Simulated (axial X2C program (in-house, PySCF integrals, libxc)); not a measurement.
## Curves of AlF⁺ by EOM-EA-CCSD

Calculated with an in-house all-electron X2C program for linear molecules (integrals from PySCF): two-component X2C with atomic mean-field Coulomb and Gaunt terms, Gaussian nuclei, basis Al dyall-av3z, F dyall-av3z with contracted cores.

Energies in eV from the lowest point of the lowest state; states are followed by energy order within each Ω. Reference: AlF²⁺, 8 electrons correlated in 92 virtual spinors with an MP2 remainder; levels at this size can be off by some tenths of an eV. Masses 26.982 and 18.998 u.

```json
{"R (Å)": "1.483", "(1)Ω=1/2": "0.3570", "(2)Ω=1/2": "5.8379", "(1)Ω=3/2": "5.8515"}
{"R (Å)": "1.548", "(1)Ω=1/2": "0.0693", "(2)Ω=1/2": "5.5099", "(1)Ω=3/2": "5.5239"}
{"R (Å)": "1.612", "(1)Ω=1/2": "0.0000", "(2)Ω=1/2": "5.3952", "(1)Ω=3/2": "5.4095"}
{"R (Å)": "1.685", "(1)Ω=1/2": "0.1047", "(2)Ω=1/2": "5.4408", "(1)Ω=3/2": "5.4553"}
{"R (Å)": "1.757", "(1)Ω=1/2": "0.3415", "(2)Ω=1/2": "5.6076", "(1)Ω=3/2": "5.6223"}
{"R (Å)": "1.854", "(1)Ω=1/2": "0.8000", "(2)Ω=1/2": "5.9451", "(1)Ω=3/2": "5.9599"}
```

(1) Fit the curves (1)Ω=1/2, (2)Ω=1/2, (1)Ω=3/2 near their minima.

For AlF²⁺ at CCSD, and between the minima:

Re = 1.576 Å, ωe = 1003.7 cm⁻¹; removing the electron costs 18.375 eV without zero-point terms.

T1 of the reference reaches 0.034 (Lee–Taylor). Curves followed by order can swap character. Number of frozen shells: Al 2 s, 1 p; F 1 s. Roots with under 60 % one-particle weight at any point are counted in the labels but not shown, and the list ends where the roots sought for some Ω run out; states that need a further excitation are missing and may lie low or lowest. Curves with a minimum but no constants failed the fit check.

Answers

(1) At EOM-EA-CCSD from AlF²⁺ (the fit fixes ωe to about one per cent; ωe of higher roots by this method can be off by ten per cent):

| state | Te (cm⁻¹) | Re (Å) | ωe (cm⁻¹) |
| --- | --- | --- | --- |
| (1)Ω=1/2 | 0 | 1.605 | 961.0 |
| (2)Ω=1/2 | 43490 | 1.626 | 887.0 |
| (1)Ω=3/2 | 43610 | 1.626 | 887.1 |
